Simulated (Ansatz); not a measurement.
Breaking a bond in [BF2]+ (SMILES F[B+]F)

The species is [BF2]+ (3 atoms), meant as a singlet with charge +1. As SMILES, `F[B+]F`. The coordinates come from a GFN2-xTB relaxation.

```csv
atom,x (Å),y (Å),z (Å)
F,0.3274,1.1339,0.3057
B,0.0007,-0.0003,0.0004
F,-0.3281,-1.1336,-0.3060
```

The F1–B2 distance is scanned; the parts on either side stay rigid. Basis STO-3G, 3 core orbitals frozen in the correlated methods; program Ansatz 0.2.0. FCI is exact within this basis and core. Energies in eV from each method's value at 1.219 Å; methods without a U are spin-restricted. The shape above is that at 1.219 Å.

```
distance (Å)  SVWN5  wB97X  HSE06   MP2  CCSD(T)  CCSDT(Q)   FCI
       1.219   0.00   0.00   0.00  0.00     0.00      0.00  0.00
       1.524   1.30   1.33   1.36  1.51     1.25      1.19  1.21
       1.829   4.10   4.01   4.06  4.13     3.50      3.45  3.46
       2.438   8.08   7.94   7.84  7.53     5.87      5.89  5.92
       3.048   9.66   9.93   9.53  8.35     6.10      6.27  6.38
```

Departure from the FCI curve at its largest: SVWN5 +3.28 eV at 3.05 Å; wB97X +3.55 eV at 3.05 Å; HSE06 +3.14 eV at 3.05 Å; MP2 +1.97 eV at 3.05 Å; CCSD(T) -0.29 eV at 3.05 Å; CCSDT(Q) -0.12 eV at 3.05 Å. Functionals converge differently with the basis, so for them the departure isn't an error alone.
